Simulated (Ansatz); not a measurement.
System: rock-salt CaO. Method: G0W0@PBE in Ansatz (hard PAW, contour deformation).

The cell has the measured lattice parameters. Conventional cell: a = 4.8110 Å, b = 4.8110 Å, c = 4.8110 Å, α = 90.00°, β = 90.00°, γ = 90.00°.

The quasiparticle gap at Γ at a fixed k mesh 2×2×2:

| response cutoff | value (eV) |
|---|---|
| 250 eV, 459 empty bands | 5.833 |
| 300 eV, 603 empty bands | 5.863 |
| 400 eV, 929 empty bands | 5.891 |
| 500 eV, 1298 empty bands | 5.906 |

Taking the value to converge with the response cutoff E as E^(−3/2), extrapolate from the last two rows.

With y = y∞ + c/w and weights w = 8000 and 11180 for the last two rows, y∞ = (w2 y2 − w1 y1)/(w2 − w1) = (11180 × 5.906 − 8000 × 5.891)/3180 = 5.944 eV, which lies 0.038 beyond the last row. Successive pairs of rows give 5.958, 5.943, 5.944. The limit also hangs on the law assumed, so its last digits aren't firm.

The other settings are not extrapolated, so this is the limit in one setting alone.

At the last cutoff the smallest gap on this mesh is 5.26 eV, with an edge away from Γ.

Ansatz is a program for electronic structure.
